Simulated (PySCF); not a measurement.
C4H9NS (charge -1 and doublet state).
Structure used (GFN2-xTB), in Å, numbered top down from 1:
```xyz
15
C4H9NS angstrom
C      2.2807   -0.0006    0.1498
C      0.8233   -0.3630   -0.1162
N     -0.0158    0.8365   -0.1189
C     -1.4006    0.6321   -0.4180
C     -2.1544   -0.1966    0.5769
S     -1.9309    0.6850   -2.0494
H      2.8903   -0.8987    0.2515
H      2.3533    0.5828    1.0659
H      2.6775    0.5966   -0.6702
H      0.4575   -1.0148    0.6848
H      0.7491   -0.9251   -1.0659
H      0.3434    1.4725   -0.8295
H     -3.2251   -0.0551    0.4249
H     -1.8965    0.1097    1.5963
H     -1.9562   -1.2805    0.4960
```

The hyperfine couplings belong to this conformer and change with its torsions.

As a line formula: `[S-][C](NCC)C` [radical] (charge -1).

Level of theory: PySCF 2.14.0, UKS B3LYP, pcH-1 on C H N S, non-relativistic, mean-field spin-orbit, GIAO. Whether the extra electron is bound in the gas phase wasn't checked; a finite basis holds it in any case. A GFN2-xTB geometry isn't a minimum of the functional, and hyperfine couplings can be far from their values at a DFT geometry, by a factor of two or more for some ions and for spin on atoms past the first row. No stability test was run, so a lower SCF solution isn't excluded.

(1) Where do the isotropic ENDOR lines of C4, C2, C5, C1, N3, H13/H14/H15, H12 and H7/H8/H9 fall at 3344.8 mT, to first order?

(2) Which pairs are centred on the nuclear Larmor frequency, and which on half the coupling?

## Answers

(1) ν± = |νn ± a/2|, one line for each electron-spin manifold; νn = |g_N| × 7.62259 MHz/T × B.

| nuclei | isotope | g_N | νn (MHz) | a_iso (MHz) | lower line (MHz) | upper line (MHz) |
| --- | --- | --- | --- | --- | --- | --- |
| C4 | 13C | 1.4048 | 35.82 | 160.35 | 44.36 | 115.99 |
| C2 | 13C | 1.4048 | 35.82 | 49.45 | 11.09 | 60.54 |
| C5 | 13C | 1.4048 | 35.82 | -15.71 | 27.96 | 43.67 |
| C1 | 13C | 1.4048 | 35.82 | -2.36 | 34.64 | 37.00 |
| N3 | 14N | 0.4038 | 10.29 | 15.59 | 2.50 | 18.09 |
| H13/H14/H15 | 1H | 5.5857 | 142.41 | 42.07 | 121.38 | 163.45 |
| H12 | 1H | 5.5857 | 142.41 | 2.86 | 140.98 | 143.84 |
| H7/H8/H9 | 1H | 5.5857 | 142.41 | 0.61 | 142.11 | 142.72 |

The rows for 13C, of low natural abundance, apply to labelled samples.

(2) Centred on νn, since |a| < 2νn: C2, C5, C1, N3, H13/H14/H15, H12 and H7/H8/H9. Centred on |a|/2 and split by 2νn: C4.

Nuclei that the bonding pattern makes equivalent are averaged, as if the motion that swaps them (rotation, inversion, ring flip) were fast. The three 1H nuclei of mean +42.1 MHz run from 18.4 to 85.5 MHz in the frozen geometry.
